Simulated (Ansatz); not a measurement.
GeBCl, triplet: the ladder up to UCCSDT(Q)

Geometry: a PBE0/def2-TZVP stationary point for this spin, not checked as a minimum.

```csv
atom,x (Å),y (Å),z (Å)
Cl,0.0000,0.0000,-1.7788
B,0.0000,0.0000,-0.0866
Ge,0.0000,0.0000,1.8654
```

Basis cc-pVDZ; Ansatz 0.2.0. Only valence electrons are correlated (noble-gas cores and the filled d shells of p-block atoms frozen), which leaves 14 electrons in 39 orbitals. R marks a restricted (for open shells ROHF) determinant, U an unrestricted one. Active spaces: valence = (12e, 11o, short of the full valence) chosen from the atoms' valence shells. No spin–orbit coupling is included, and no scalar relativity.

Full CI isn't at hand for all of this; UCCSDT(Q) serves as the reference, and is uncertain by about the last step of the cluster series. The frozen core follows each run's orbitals, which can shift R against U totals by a few meV for light atoms and by up to 0.1 eV past Ca.

- UHF ⟨S²⟩: 2.019
- T1 diagnostic (RCCSD): 0.0197
- largest doubles amplitude (RCCSD): 0.088
- T1 diagnostic (UCCSD): 0.0183

**Question.** From what is known of these methods and the diagnostics, rank them by the size of their error in total energy against UCCSDT(Q) in cc-pVDZ, smallest first (an estimate: the text doesn't fix the numbers).
A. UCCSD(T)
B. UMP2
C. UCCSD
D. UCCSDT
E. UHF

**Answer.** D (2.1 kJ/mol), A (5.9 kJ/mol), C (33.6 kJ/mol), B (117.9 kJ/mol), E (794.8 kJ/mol).

All errors are against UCCSDT(Q) in cc-pVDZ. Within each family the higher level lies nearer, as is usual though not guaranteed.

Natural occupations of CASSCF (valence space) about the gap: 1.990 1.990 1.979 1.977 1.948 0.987 0.987 0.042 0.042 0.037; effectively unpaired electrons, Σ n²(2−n)², 2.03.

Atomization energy (electronic, same basis, no zero-point term; atoms at the same level, unrestricted beside the R rows where the molecule is a closed shell, but restricted open-shell past Ca, as are all atoms' steps beyond CCSDT(Q)) at UCCSDT(Q): 691.0 kJ/mol. Errors of other levels:

```json
{"level": "UHF", "error (kJ/mol)": "-143.0"}
{"level": "UMP2", "error (kJ/mol)": "36.7"}
{"level": "UCCSD", "error (kJ/mol)": "-23.7"}
{"level": "UCCSD(T)", "error (kJ/mol)": "-3.2"}
{"level": "UCCSDT", "error (kJ/mol)": "-1.7"}
```

This basis is far from its limit, so the value isn't to be set against a measured one.
